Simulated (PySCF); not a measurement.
Orbital picture of LiS⁻

MN15 at R = 2.070 Å; Li def2-SVPD, S def2-SVPD; no relativity (PySCF 2.14). State: ¹Σ⁺ (singlet), closed shell. Only the outer orbitals are listed, counted within each symmetry.

```csv
orbital,occ.,ε (eV),on Li (%),main shells (%)
4σ,2,-50.31,99,99 Li s
5σ,2,-10.60,-2,101 S s
6σ,2,-0.94,10,90 S p
2π,2,-0.38,10,"90 S p, 10 Li p"
2π,2,-0.38,10,"90 S p, 10 Li p"
7σ,0,2.23,98,"67 Li s, 31 Li p"
```

Q: Which are the highest filled and the lowest empty level, where do they sit, and how wide is the gap?

A: Highest filled 2π at -0.38 eV (in %: 90 S p, 10 Li p); lowest empty 7σ at 2.23 eV (in %: 67 Li s, 31 Li p); the gap at MN15 is 2.61 eV. An empty level above zero is unbound, and its energy depends on the basis.

```
bond order (Mayer)                                                                                                : 1.01
⟨S²⟩                                                                                                              : 0.000
charge on Li (Mulliken, basis-dependent)                                                                          : 0.47
charge on Li (Löwdin, basis-dependent)                                                                            : 0.05
dipole moment (positive dipole points towards S; it is taken about the centre of mass and depends on that origin) : -5.55 D
```

Shares are Mulliken populations and can fall outside 0 to 100 %.
